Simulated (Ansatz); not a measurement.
Calculated with Ansatz (gas phase, PBE0-D4/def2-TZVP geometries, no zero-point term in ΔE). CBS: MP2 limit from def2 TZ/QZ plus the TZ coupled-cluster correction, frozen cores. This one scheme is used for every species. DFT in def2-TZVPP. One conformer a species, not always the lowest.

Consider the formal exchange of groups at a C–C bond: `CCCC` + `COC=O` → `CCCC(=O)OC` + CH₄.

```tsv
level	ΔE (kJ/mol)
PBE	-34.4
MP2/def2-TZVPP	-37.1
SCS-MP2/def2-TZVPP	-34.8
CCSD/CBS(def2)	-37.2
```

(1) What does CCSD(T)/CBS give? (Best estimate.)

Largest T1 diagnostic among the species: 0.015.

## Answers

(1) The calculation gave: -37.9 kJ/mol. The listed levels differ from it by 3.5, 0.8, 3.1, 0.7 kJ/mol.

The D4 term adds −3.5 kJ/mol with B3LYP and −2.2 kJ/mol with PBE0; it sums over pairs of atoms, weighted by their polarisabilities, and B3LYP, whose exchange is more repulsive, gets the larger term.

B3LYP here is the variant with VWN-RPA as its local correlation; programs differ in this.
